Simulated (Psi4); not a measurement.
# OF2 (oxygen difluoride): CCSD/def2-SVP (sweep point 4)

What is the vertical ionisation energy of OF2 (oxygen difluoride) at CCSD/def2-SVP (sweep point 4)? 

The calculation is run with Psi4 1.11.

## (1) The structure to begin with

OF2: 3 atoms, total charge 0, spin state singlet. SMILES: `FOF`. Geometry: relaxed at GFN2-xTB.

Bond lengths: F1–O2 1.366 Å, O2–F3 1.366 Å. Angles: F1–O2–F3 106.0°.

## (2) The energy at CCSD/def2-SVP (sweep point 4)

Contents of job.py:

```python
import psi4

psi4.set_memory('1600 MB')
psi4.set_num_threads(1)
psi4.core.set_output_file('psi4.out', False)

m = psi4.geometry("""
F      0.956190    -0.330530     0.490900
O      0.000730     0.544900     0.060070
F     -0.956920    -0.214370    -0.550970
symmetry c1
""")

psi4.set_options({
    'reference': 'rhf',
    'puream': True,
    'scf_type': 'pk',
    'num_frozen_docc': 3,
})

result = psi4.energy('ccsd/def2-SVP')
print('E =', round(result, 9))
for k, v in sorted(psi4.core.scalar_variables().items()):
    print(f'{k:45s} {v:18.10f}')
```

The run is started by

```sh
$ python job.py
```

psi4.out:

```text
[...]
  Running in c1 symmetry.
[...]
  Nuclear repulsion =   75.433387251189458
[...]
  Multiplicity = 1
[...]
  Nalpha       = 13
  Nbeta        = 13
[...]
    Number of basis functions: 42
[...]
   @RHF iter   1:  -273.14359734160115   -6.38934e-01   1.07427e-02 DIIS/ADIIS
[...]
   @RHF iter  13:  -273.22144931323828   -5.11591e-13   3.04216e-09 DIIS
[...]
    Orbital Energies [Eh]
    ---------------------
    Doubly Occupied:
       1A    -26.395710     2A    -26.395573     3A    -20.805134
       4A     -1.762655     5A     -1.626536     6A     -1.252156
       7A     -0.837345     8A     -0.821748     9A     -0.818797
      10A     -0.731806    11A     -0.688721    12A     -0.652487
      13A     -0.573649
[...]
  @RHF Final Energy:  -273.22144931323828
   => Energetics <=
    Nuclear Repulsion Energy =             75.4333872511894583
    One-Electron Energy =                -530.5850391222876397
    Two-Electron Energy =                 181.9302025578599000
    Total Energy =                       -273.2214493132382813
[...]
 Multipole Moments:
 ------------------------------------------------------------------------------------
     Multipole            Electronic (a.u.)      Nuclear  (a.u.)        Total (a.u.)
 ------------------------------------------------------------------------------------
 L = 1.  Multiply by 2.5417464519 to convert [e a0] to [Debye]
 Dipole X            :         -0.0181099            0.0249991            0.0068892
 Dipole Y            :         -0.3468546            0.4617161            0.1148614
 Dipole Z            :         -0.0000000            0.0000000           -0.0000000
 Magnitude           :                                                    0.1150678
[...]
      * MP2 total energy                      = -273.791157520934860
[...]
      * CCSD total energy                     = -273.802966480759494
```

The script printed:

```text
E = -273.802966481
CC D1 DIAGNOSTIC                                    0.0374351441
CC D2 DIAGNOSTIC                                    0.1879080430
CC NEW D1 DIAGNOSTIC                                0.0374351441
CC T1 DIAGNOSTIC                                    0.0134990304
CCSD CORRELATION ENERGY                            -0.5815171675
CCSD DOUBLES ENERGY                                -0.5815171675
CCSD ITERATIONS                                    16.0000000000
CCSD OPPOSITE-SPIN CORRELATION ENERGY              -0.4506359646
CCSD SAME-SPIN CORRELATION ENERGY                  -0.1308812030
CCSD SINGLES ENERGY                                 0.0000000000
CCSD TOTAL ENERGY                                -273.8029664808
CURRENT CORRELATION ENERGY                         -0.5815171675
CURRENT ENERGY                                   -273.8029664808
CURRENT REFERENCE ENERGY                         -273.2214493132
DD SOLVATION ENERGY                                 0.0000000000
HF KINETIC ENERGY                                 273.1343649433
HF POTENTIAL ENERGY                              -546.3558142565
HF TOTAL ENERGY                                  -273.2214493132
HF VIRIAL RATIO                                     2.0003188334
MP2 CORRELATION ENERGY                             -0.5697082077
MP2 DOUBLES ENERGY                                 -0.5697082077
MP2 OPPOSITE-SPIN CORRELATION ENERGY               -0.4184148428
MP2 SAME-SPIN CORRELATION ENERGY                   -0.1512933649
MP2 SINGLES ENERGY                                 -0.0000000000
MP2 TOTAL ENERGY                                 -273.7911575209
NUCLEAR REPULSION ENERGY                           75.4333872512
ONE-ELECTRON ENERGY                              -530.5850391223
PCM POLARIZATION ENERGY                             0.0000000000
PE ENERGY                                           0.0000000000
SCF ITERATION ENERGY                             -273.2214493132
SCF ITERATIONS                                     13.0000000000
SCF TOTAL ENERGY                                 -273.2214493132
TWO-ELECTRON ENERGY                               181.9302025579
```

It took 5.4 s on 1 thread of AMD EPYC 7R43 (Zen 3), shared host; peak memory 0.2 GiB.

## (3) The doublet cation at the same level

Contents of job.py:

```python
import psi4

psi4.set_memory('1600 MB')
psi4.set_num_threads(1)
psi4.set_output_file('run.log', False)

molecule = psi4.geometry("""
1 2
F      0.956190    -0.330530     0.490900
O      0.000730     0.544900     0.060070
F     -0.956920    -0.214370    -0.550970
symmetry c1
""")

psi4.set_options({
    'basis': 'def2-SVP',
    'reference': 'uhf',
    'puream': True,
    'scf_type': 'pk',
    'num_frozen_docc': 3,
    'maxiter': 150,
})

e = psi4.energy("ccsd")
print(f'ccsd energy: {e:.10f} Eh')
```

The run is started by

```sh
$ python job.py
```

run.log:

```text
[...]
  Running in c1 symmetry.
[...]
  Nuclear repulsion =   75.433387251189458
[...]
  Multiplicity = 2
[...]
  Nalpha       = 13
  Nbeta        = 12
[...]
    Number of basis functions: 42
[...]
   @UHF iter   1:  -272.47288516176479    3.17784e-02   1.84863e-02 ADIIS/DIIS
[...]
   @UHF iter  23:  -272.74832831617528   -2.78533e-12   8.05767e-09 DIIS
[...]
   @S^2 Observed:                1.010380322E+00
[...]
    Orbital Energies [Eh]
    ---------------------
    Alpha Occupied:
       1A    -26.803766     2A    -26.803476     3A    -21.341180
       4A     -2.212712     5A     -2.002414     6A     -1.723425
       7A     -1.339996     8A     -1.263186     9A     -1.232783
      10A     -1.121607    11A     -1.076346    12A     -1.069424
      13A     -1.057261
    Alpha Virtual:
      14A     -0.235628    15A     -0.199897    16A      0.623900
      17A      0.646042    18A      0.714277    19A      0.755946
      20A      0.979962    21A      1.063648    22A      1.083505
      23A      1.097195    24A      1.155546    25A      1.236330
[...]
  @UHF Final Energy:  -272.74832831617528
   => Energetics <=
    Nuclear Repulsion Energy =             75.4333872511894583
    One-Electron Energy =                -519.8530190619391078
    Two-Electron Energy =                 171.6713034945744027
    Total Energy =                       -272.7483283161752752
  UHF NO Occupations:
  HONO-2 :   11  A 1.9403295
  HONO-1 :   12  A 1.9274102
[...]
 Multipole Moments:
 ------------------------------------------------------------------------------------
     Multipole            Electronic (a.u.)      Nuclear  (a.u.)        Total (a.u.)
 ------------------------------------------------------------------------------------
 L = 1.  Multiply by 2.5417464519 to convert [e a0] to [Debye]
 Dipole X            :         -0.0040535            0.0249991            0.0209456
 Dipole Y            :         -0.0775232            0.4617161            0.3841928
 Dipole Z            :         -0.0000000            0.0000000           -0.0000000
 Magnitude           :                                                    0.3847634
[...]
      * MP2 total energy                      = -273.266340086063224
[...]
      * CCSD total energy                     = -273.325914106273615
```

On the terminal:

```text
ccsd energy: -273.3259141063 Eh
```

It took 8.7 s on 1 thread of AMD EPYC 7R43 (Zen 3), shared host; peak memory 0.2 GiB.

## (4) Outcome

Level: CCSD/def2-SVP (sweep point 4), 3 core orbitals frozen.

| quantity | value |
| --- | --- |
| singlet OF2: total energy | -273.80297 Eh |
| singlet OF2: HOMO energy (Hartree–Fock orbitals) | -15.61 eV |
| singlet OF2: LUMO energy (Hartree–Fock orbitals) | 4.50 eV |
| singlet OF2: HOMO–LUMO gap (Hartree–Fock orbitals) | 20.11 eV |
| singlet OF2: correlation energy (3 core orbitals frozen) | -581.5 mEh |
| singlet OF2: T1 diagnostic | 0.013 |
| doublet cation: total energy | -273.32591 Eh |
| doublet cation: HOMO energy (Hartree–Fock orbitals) (highest over α and β) | -28.72 eV |
| doublet cation: LUMO energy (Hartree–Fock orbitals) (lowest over α and β) | -9.80 eV |
| doublet cation: correlation energy (3 core orbitals frozen) | -577.6 mEh |
| doublet cation: ⟨S²⟩ of the reference determinant | 1.010 |
| doublet cation: T1 diagnostic | 0.090 |
| vertical ionisation energy (to the doublet cation) | 12.981 eV |

**Reading.** The vertical ionisation energy comes to 12.98 eV (1253 kJ/mol). ⟨S²⟩ (doublet cation) is 1.01 where a pure doublet has 0.75: the reference is spin-contaminated. The T1 diagnostic (doublet cation) of 0.090 is above the customary mark for such species, so a single reference may not serve.
